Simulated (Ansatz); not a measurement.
# Cobalt, hcp: convergence with the plane-wave cutoff

Computed with Ansatz, PBE, scalar-relativistic PAW, on the relaxed cell (a = 2.494 Å, c = 4.028 Å (c/a = 1.615); ferromagnetic, net 1.61 μB per atom). Errors count from a run at 420 eV on a Γ-centred 24×24×13 mesh with Fermi-Dirac smearing of 0.05 eV, extrapolated to zero width. Fixed here: mesh 14×14×8, Fermi-Dirac width 0.05 eV. The pressure holds a Pulay correction and is unreliable far below the recommended cutoff.

```csv
cutoff (eV),E(σ→0) error (meV/atom),P (GPa),sphere moment (μB),SCF iterations
150,103539.2,112.23,0.00,14
200,22028.6,-67.23,1.66,13
250,4330.6,20.67,1.67,13
300,569.1,5.52,1.64,12
350,48.4,-0.29,1.66,10
420,3.1,-0.03,1.67,14
500,0.3,-0.04,1.67,16
600,-0.7,-0.07,1.67,16
800,-1.3,-0.07,1.67,16
```

Within 5 meV/atom of the last row: from 420 eV on.
